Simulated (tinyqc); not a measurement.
Ways to converge the cycle: SCF convergence aids in the sto-3g basis, for H2F+, spin multiplicity 1. Computed by the program tinyqc with PySCF. RHF with one setting changed at a time; a run stops when the energy changes by less than 1e-09 hartree and the error matrix is below 1e-5. The start is the core Hamiltonian. Damping d keeps d of the old density; a shift (hartree) raises the virtual levels; DIIS n extrapolates F over n matrices.

Geometry (angstrom):

| atom | x | y | z |
|---|---|---|---|
| F | 0.0000 | 0.0000 | 0.0000 |
| H | 0.0000 | 1.0010 | 0.6510 |
| H | 0.0000 | -1.0010 | 0.6510 |

lowest restricted solution found by these runs and by PySCF = -98.792552 hartree

Largest element of the error matrix X^T (FDS - SDF) X:

| iteration | plain | damping 0.3 | damping 0.6 | shift 0.4 | DIIS 3 | DIIS 8 |
|---|---|---|---|---|---|---|
| 1 | 4.3e-01 | 4.3e-01 | 4.3e-01 | 4.3e-01 | 4.3e-01 | 4.3e-01 |
| 2 | 8.9e-02 | 1.4e-01 | 3.0e-01 | 2.9e-01 | 8.9e-02 | 8.9e-02 |
| 3 | 2.8e-02 | 5.8e-02 | 2.0e-01 | 6.1e-02 | 2.3e-02 | 2.3e-02 |
| 4 | 8.5e-03 | 2.5e-02 | 1.2e-01 | 8.9e-03 | 7.0e-03 | 7.0e-03 |
| 5 | 3.2e-03 | 1.1e-02 | 7.5e-02 | 3.0e-03 | 2.0e-03 | 2.0e-03 |
| 6 | 1.5e-03 | 4.9e-03 | 4.6e-02 | 1.4e-03 | 5.2e-04 | 2.4e-04 |
| 8 | 3.8e-04 | 1.6e-03 | 2.0e-02 | 5.2e-04 | 9.7e-06 | 5.6e-09 |
| 10 | 9.8e-05 | 7.3e-04 | 8.8e-03 | 2.3e-04 | - | - |
| 14 | 6.8e-06 | 1.4e-04 | 1.9e-03 | 4.4e-05 | - | - |
| 20 | - | 1.2e-05 | 4.0e-04 | - | - | - |
| 30 | - | - | 5.0e-05 | - | - | - |

How each run ends:

| run | iterations | E (hartree) | state |
|---|---|---|---|
| plain | 14 | -98.79255 | lowest found |
| damping 0.3 | 21 | -98.79255 | lowest found |
| damping 0.6 | 42 | -98.79255 | lowest found |
| shift 0.4 | 18 | -98.79255 | lowest found |
| DIIS 3 | 9 | -98.79255 | lowest found |
| DIIS 8 | 8 | -98.79255 | lowest found |

What does the comparison show, and why?

6 of 6 runs reach the lowest restricted solution found, in 8 to 42 iterations (fastest: DIIS 8). Plain steps already contract here, so damping only slows them. DIIS 3 and DIIS 8 gain by cancelling the error over several earlier matrices, much as a quasi-Newton step does.
